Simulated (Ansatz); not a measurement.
## H$_{2}$O, singlet: the ladder up to RCCSDT(Q)

Geometry: a point of a stretch scan, not a stationary point.

```xyz
3

O     0.0000   -0.0686    0.0042
H     0.0000    0.5732   -0.8331
H     0.0000    0.5152    0.7658
```

Basis cc-pVTZ; Ansatz 0.2.0. Only valence electrons are correlated (noble-gas cores frozen), which leaves 8 electrons in 57 orbitals. R marks a restricted (for open shells ROHF) determinant. Active spaces: pair = (2e, 2o) about the gap; valence = (8e, 6o) chosen from the atoms' valence shells.

Full CI isn't at hand for all of this; RCCSDT(Q) serves as the reference, and is uncertain by about the last step of the cluster series.

```
UHF ⟨S²⟩                          : 0.000
T1 diagnostic (RCCSD)             : 0.0073
largest doubles amplitude (RCCSD) : 0.046
```

```csv
level,E − E(RHF) (eV)
RMP2,-7.2122
RCCSD,-7.3663
RCCSD(T),-7.5858
```

(1) Estimate how far RCCSDT(Q) in cc-pVTZ lies from RCCSD(T). The table doesn't fix it; the size of (T) and the diagnostics are the guide.

(1) RCCSDT(Q) in cc-pVTZ lies 13 meV below RCCSD(T), which is 6 % of the (T) step (-220 meV). The diagnostics are small and one determinant leads, so the series closes fast and only a small part of (T) is left.

The other levels:

```json
{"level": "CISD", "E − E(RCCSDT(Q)) (meV)": "543", "share of correlation (%)": "92.85", "wall time": "0.99 s"}
{"level": "BCCD(T)", "E − E(RCCSDT(Q)) (meV)": "13", "share of correlation (%)": "99.83", "wall time": "0.54 s"}
{"level": "RCCSDT", "E − E(RCCSDT(Q)) (meV)": "11", "share of correlation (%)": "99.85", "wall time": "–"}
{"level": "CASSCF (pair space)", "E − E(RCCSDT(Q)) (meV)": "6918", "share of correlation (%)": "8.97", "wall time": "–"}
{"level": "NEVPT2 (pair space)", "E − E(RCCSDT(Q)) (meV)": "394", "share of correlation (%)": "94.81", "wall time": "0.6 s"}
{"level": "CASSCF (valence space)", "E − E(RCCSDT(Q)) (meV)": "6029", "share of correlation (%)": "20.66", "wall time": "–"}
{"level": "NEVPT2 (valence space)", "E − E(RCCSDT(Q)) (meV)": "836", "share of correlation (%)": "88.99", "wall time": "0.6 s"}
{"level": "MRCISD (valence space)", "E − E(RCCSDT(Q)) (meV)": "320", "share of correlation (%)": "95.79", "wall time": "–"}
{"level": "MRCISD+Q (valence space)", "E − E(RCCSDT(Q)) (meV)": "55", "share of correlation (%)": "99.28", "wall time": "1.3 s"}
```

The correlation energy at RCCSDT(Q), counted from RHF, is -7.599 eV. That run took 13 s on 1 thread of Arm Neoverse V2, shared host.

Times hold each run's SCF and search for its determinant on a shared host, so for small cases they say little of a method's own cost; they ran on 1 thread of Arm Neoverse V2.

Natural occupations of CASSCF (valence space) about the gap: 1.999 1.999 1.978 1.970 0.030 0.023; effectively unpaired electrons, Σ n²(2−n)², 0.01.
